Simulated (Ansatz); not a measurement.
Mulliken charges of C₂HClF₂O (`FC1(F)OC1Cl`) from B3LYP/def2-TZVPP in Ansatz (PBE0-D4/def2-TZVP geometry).

| atom | x (Å) | y (Å) | z (Å) | charge (e) |
| --- | --- | --- | --- | --- |
| F1 | -0.359 | -1.256 | 1.200 | -0.164 |
| C2 | -0.106 | -0.724 | 0.017 | 0.472 |
| F3 | -0.623 | -1.499 | -0.928 | -0.172 |
| O4 | 1.155 | -0.263 | -0.199 | -0.265 |
| C5 | 0.083 | 0.698 | -0.171 | 0.052 |
| Cl6 | 0.040 | 1.805 | 1.158 | -0.064 |
| H7 | -0.128 | 1.172 | -1.123 | 0.141 |

**Question.** By hand: the dipole of these point charges (1 e Å = 4.8032 D).

**Answer.** Σ q r = (-0.206, 0.278, -0.218) e Å, of length 0.409 e Å = 1.96 D.

**Question.** How does the dipole of the full density compare? (Best estimate.)

**Answer.** Ansatz gave: (-0.145, 0.244, -0.195) e Å, 1.65 D; the point charges give 1.19 times that, at 5° from its direction.

Point charges leave out the atoms' own dipoles, such as those of lone pairs, and Mulliken's split depends on the basis, so the two needn't agree.

B3LYP here is the variant with VWN-RPA as its local correlation; programs differ in this.
